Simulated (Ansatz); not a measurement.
The same path of AlClFH3 (6 atoms, charge 0, multiplicity 1) was run 3 times with different band settings. Lost on the way: Cl5–H6. Made: F2–H6.

Computed with RKS PBE-D4/6-31G* (Ansatz 0.2.0).

Relaxed end points:

```xyz
6
Properties=species:S:1:pos:R:3
Al 0.009 -0.037 0.030
F 0.013 0.174 1.750
H 1.428 0.150 -0.669
H -1.427 0.064 -0.653
Cl 0.082 -2.477 0.919
H 0.054 -1.474 1.823
```

```xyz
6
Properties=species:S:1:pos:R:3
Al 0.018 -0.370 -0.101
F 0.021 -0.012 1.868
H 1.425 0.172 -0.608
H -1.426 0.086 -0.593
Cl 0.083 -2.476 0.615
H 0.037 -1.000 2.020
```

Common settings: climbing image yes; spring 5.0 eV/Å²; start path through a guess of the saddle point; force threshold 0.05 eV/Å; iteration limit 60; end points relaxed.

| run | movable images | optimiser |
| --- | --- | --- |
| 1 | 5 | quadratic models (default) |
| 2 | 5 | fire |
| 3 | 3 | quadratic models (default) |

What does each run give, and how far can it be trusted?

Run 1: converged after 5 iterations, highest image 0.015 eV above the first end. A vibrational analysis at the climbing image gives one clearly imaginary mode, 289i cm⁻¹: a first-order saddle point.
Run 2: converged after 34 iterations, highest image 0.014 eV above the first end. Another band between the same ends (5 images) ends at a top of the same energy, where a vibrational analysis finds 1 clearly imaginary mode.
Run 3: converged after 6 iterations, highest image 0.014 eV above the first end. Another band between the same ends (5 images) ends at a top of the same energy, where a vibrational analysis finds 1 clearly imaginary mode. So few images can step over the top or miss a turn of the path.
The orbitals stay closed-shell, which can raise the energy where a bond breaks towards radicals; this wasn't checked here.
